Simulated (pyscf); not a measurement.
**Multi-bond step: `[OH][Si][OH]` [singlet] + `[OH][SiH3]` → `[OH][Si][OH]` [singlet] + `[H][H]` + `[O]=[SiH2]`**

Gas phase, singlet surface, charge 0. Bonds broken: O1–H4, O6–H8, Si7–H9. Bonds formed: O1–H8, H4–H9. PySCF, gas phase, ωB97X-D3(BJ)/def2-SVP geometries.

Transition state (Å):

```xyz
11

O      0.4221    -0.5364    -0.6338
Si     1.0837    -1.6255    -1.7366
O      2.5386    -1.9450    -0.9949
H      0.5529     0.2370     0.5965
H      2.7523    -1.5167    -0.1560
O     -1.6140     0.7962    -0.3556
Si    -1.1668     1.4630     0.9831
H     -0.5176    -0.0932    -0.7549
H      0.5028     0.7633     1.3191
H     -0.6692     2.8634     1.0465
H     -1.6925     1.0253     2.3041
```

One imaginary mode, 655i cm⁻¹; descent along it reached the two sides named, in the forms told below.

```csv
bond,change,reactant side (Å),saddle,product side
O1–H4,breaks,0.967,1.459,2.155
O6–H8,breaks,0.972,1.467,1.722
Si7–H9,breaks,1.504,1.841,2.295
O1–H8,forms,1.882,1.046,0.987
H4–H9,forms,2.494,0.895,0.773
```

Electronic energies relative to the separated reactants (kcal/mol):

| level | barrier | reaction energy | reverse barrier |
|---|---|---|---|
| ωB97X-D3(BJ)/def2-TZVP | 45.0 | +51.0 | -6.0 |
| PBE/def2-TZVP | 36.6 | +44.6 | -8.1 |
| r²SCAN/def2-TZVP | 39.8 | +48.1 | -8.4 |
| B3LYP-D3(BJ)/def2-TZVP | 40.4 | +46.9 | -6.5 |
| PBE0-D3(BJ)/def2-TZVP | 41.4 | +51.6 | -10.1 |
| M06-2X/def2-TZVP | 44.9 | +50.9 | -5.9 |
| ωB97M-D3(BJ)/def2-TZVP | 44.1 | +49.1 | -5.0 |
| HF/def2-TZVP | 66.1 | +57.1 | 9.0 |

With ωB97M-D3(BJ)/def2-TZVP energies and thermal terms (ideal gas, 1 atm, RRHO with modes under 100 cm⁻¹ raised to 100, one conformer, R ln 2 for chiral ones without a mode under 150 cm⁻¹), in kcal/mol:

```json
[
 {"T (K)": "298", "ΔH‡": "41.2", "ΔG‡": "52.5", "ΔH": "+44.5", "ΔG": "+36.8"},
 {"T (K)": "600", "ΔH‡": "41.3", "ΔG‡": "63.9", "ΔH": "+45.0", "ΔG": "+28.7"},
 {"T (K)": "900", "ΔH‡": "42.0", "ΔG‡": "75.0", "ΔH": "+44.8", "ΔG": "+20.5"},
 {"T (K)": "1200", "ΔH‡": "42.9", "ΔG‡": "85.9", "ΔH": "+44.4", "ΔG": "+12.5"}
]
```

On the product side the descent ends in a bound adduct, 12.0 kcal/mol under the separated species and 6.0 kcal/mol under the saddle at ωB97X-D3(BJ)/def2-TZVP. At ωB97X-D3(BJ)/def2-TZVP, PBE, r²SCAN, B3LYP-D3(BJ), PBE0-D3(BJ), M06-2X, ωB97M-D3(BJ) the saddle lies under the separated products, which points to a path from their complex (located at ωB97X-D3(BJ) alone), and parting the products costs more than the saddle. The same reactants have a lower exit, to HO–Si(OH)(OH)–SiH₃ (barrier +8.8 kcal/mol at ωB97M-D3(BJ)/def2-TZVP, against +44.1 kcal/mol here). One saddle was located; it need not be the lowest between these sides.
